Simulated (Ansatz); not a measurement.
# CH₅BS: up Jacob's ladder to CCSD(T)

The task here is to estimate one member of a computed series from the others.

Program: Ansatz 0.2.0, Gaussian basis. Level of theory: functionals in def2-TZVPP, the program's frozen cores in correlated methods. These are calculated values, not measurements.

The runs, in order: LDA (SPW92), PBE-D4, revPBE-D4, BLYP-D4, r2SCAN-D4, B97M-V, PBE0-D4, B3LYP-D4, r2SCANh-D4, r2SCAN0-D4, HSE06-D4, BHLYP-D4, CAM-B3LYP-D4, LC-ωPBE, ωB97X-V, ωB97M-V, B2PLYP, PBE-QIDH; CCSD(T)/def2-SVP; CCSD(T)/def2-TZVPP; MP2/def2-QZVPP; extrapolation to the limit; RPA on PBE.

## The relaxed structure

All runs share one geometry, relaxed beforehand with PBE0-D4 in a triple-zeta def2 set.

SMILES `BCS`, 8 atoms, charge 0, spin multiplicity 1.

Atoms are counted from 1 here; the program's logs count them from 0.

Bond lengths: B1–C2 1.548 Å, B1–H4 1.197 Å, B1–H5 1.198 Å, C2–S3 1.811 Å, C2–H6 1.095 Å, C2–H7 1.103 Å, S3–H8 1.341 Å. Angles: C2–B1–H4 122.4°, C2–B1–H5 118.3°, H4–B1–H5 119.3°, B1–C2–S3 119.2°, B1–C2–H6 109.9°, B1–C2–H7 104.4°, S3–C2–H6 108.4°, S3–C2–H7 109.6°, H6–C2–H7 104.2°, C2–S3–H8 97.1°.

The first run:

in.yaml reads:

```yaml
crystal:
  periodic: [false, false, false]
  atoms:
    - {symbol: B, position_ang: [-0.646010, 0.537927, -0.606963]}
    - {symbol: C, position_ang: [0.544336, 0.194541, 0.321488]}
    - {symbol: S, position_ang: [0.642945, -1.456278, 1.059524]}
    - {symbol: H, position_ang: [-1.405084, -0.294976, -1.011307]}
    - {symbol: H, position_ang: [-0.778056, 1.673222, -0.964288]}
    - {symbol: H, position_ang: [0.617804, 0.936682, 1.123839]}
    - {symbol: H, position_ang: [1.437758, 0.376776, -0.298708]}
    - {symbol: H, position_ang: [-0.321494, -2.024992, 0.320717]}
basis:
  gaussian: {orbitals: def2-TZVPP}
hamiltonian: {xc: lda}
output: {orbitals: {seedname: orbitals}}
```

Run with:

```sh
$ ansatz run in.yaml --threads 2 --pin off --events-out ev --progress --plain --max-ram 4352MiB
```

Steps of the session up to this table: LDA; PBE-D4 (GGA); revPBE-D4 (GGA); BLYP-D4 (GGA); r2SCAN-D4 (meta-GGA); B97M-V (meta-GGA); B3LYP-D4 (hybrid); r2SCANh-D4 (hybrid); r2SCAN0-D4 (hybrid); HSE06-D4 (hybrid); BHLYP-D4 (hybrid); CAM-B3LYP-D4 (range-separated); LC-ωPBE (range-separated); ωB97X-V (range-separated); ωB97M-V (range-separated); B2PLYP (double hybrid); PBE-QIDH (double hybrid).

One table of the session follows, with a row left open; its other results are not shown here.

It belongs to the step «Orbital energies across the functionals». 

```
  functional  HOMO (eV)  LUMO (eV)  gap (eV)
 LDA (SPW92)      -5.68      -3.01      2.67
      PBE-D4      -5.57      -2.72      2.85
   revPBE-D4      -5.53      -2.60      2.93
     BLYP-D4      -5.41      -2.58      2.84
   r2SCAN-D4      -5.82      -2.30      3.52
      B97M-V      -5.92      -2.42      3.51
     PBE0-D4      -6.81      -1.68      5.13
    B3LYP-D4      -6.56      -1.92      4.64
  r2SCANh-D4      -6.28      -1.95      4.33
  r2SCAN0-D4      -6.97      -1.43      5.54
    HSE06-D4      -6.40      -2.07      4.34
    BHLYP-D4          ?          ?         ?
CAM-B3LYP-D4      -8.16      -0.58      7.57
     LC-ωPBE      -9.59       0.66     10.25
     ωB97X-V      -9.21       0.54      9.75
     ωB97M-V      -9.05       0.27      9.31
```

Q: Estimate the row for BHLYP-D4 from the others.

Worked estimate for «HOMO (eV)». Against the share of exact exchange, BLYP-D4 (0, -5.41), B3LYP-D4 (0.2, -6.56) give a slope of -5.75 per unit share; at 0.5 the line stands at -8.28.

The run gave: HOMO (eV): -7.90; LUMO (eV): -0.63; gap (eV): 7.27. In «HOMO (eV)» the line misses by -0.38.
